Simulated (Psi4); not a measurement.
This Psi4 input (PBE/def2-QZVPP) gives -834.18199 Eh with 197 basis functions.

```
memory 8100 MB

molecule {
0 1
S    -0.00000000   -0.00000000   -1.55270816
C     0.00000000    0.00000000    0.00000000
S     0.00000000    0.00000000    1.55270816
}

set {
  basis def2-qzvpp
  scf_type df
}

energy('pbe')
print_variables()
```

Change:
```diff
- basis def2-qzvpp
+ basis pcseg-3
```

What does the run give now?

-834.18338 Eh (PBE/pcseg-3, 188 functions), a change of -1.39 mEh.
